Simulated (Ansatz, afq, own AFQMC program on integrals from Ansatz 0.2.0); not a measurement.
## Where AFQMC and coupled cluster stand for BS, doublet

| atom | x (Å) | y (Å) | z (Å) |
| --- | --- | --- | --- |
| B | 0.0000 | 0.0000 | 0.0000 |
| S | 0.0000 | 0.0000 | 1.7710 |

Basis 6-31G. Only valence electrons are correlated. Integrals, coupled cluster, full CI and functionals: Ansatz 0.2.0; the random walks run on the same integrals in our own AFQMC program. ph-AFQMC/CISD is guided by a CISD state made of CCSD amplitudes; releasing the constraint for a short imaginary time cuts its bias at the price of noise, slowly where states lie close. Error bars are statistical, one sigma.

Determinant: ROHF, the one that the program's search chose, which needn't be the lowest solution. The geometry is a point of a scan.

Full CI on the same integrals is exact in this basis and with this determinant's frozen core.

Cautions: a spin-contaminated unrestricted determinant lies lower (UHF 151 meV lower, ⟨S²⟩ 0.92); strong correlation (T1 0.052, weight of the determinant 0.86, largest double 0.10); (T) is large, 7 % of the CCSD correlation.

```
T1 diagnostic                               : 0.0520
weight of the determinant in the CISD state : 0.864
size of the correlated space                : 9 electrons in 16 orbitals
```

| level | correlation energy (eV) |
| --- | --- |
| MP2 | -2.8793 |
| CCSD | -3.2561 |
| CCSD(T) | -3.4700 |

Question: Estimate where full CI lies against CCSD(T) on the same integrals.

Answer: 1.45 mEh below CCSD(T).

Reference: full CI, correlation energy -3.510 eV. The released energy is read at 2.40 1/Eh (meV from the phaseless value at times in 1/Eh: -5 ± 4 at 0.24, -4 ± 4 at 0.51, -6 ± 3 at 0.99, -10 ± 4 at 1.62, -6 ± 5 at 2.40).

```tsv
level	E − E(reference) (mEh)	share of correlation (%)
CCSD(T)	1.45	98.87
CCSDT	-0.34	100.26
CCSDT(Q)	0.50	99.61
CCSDTQ	-0.17	100.13
ph-AFQMC/CISD	0.50 ± 0.17	99.61
released AFQMC	0.29 ± 0.18	99.77
```

CCSDT and higher add their correlation energy to the determinant of the CCSD(T) run, since their own runs factorise the integrals more tightly (a shift of under 2 meV). A walk keeps the symmetry of its determinant, which the program's search chose and which needn't be the lowest solution, so a lower state of the same spin and another symmetry isn't excluded. Released energies are given only where the last usable release times agree within the noise; a slower fall can still hide under it.
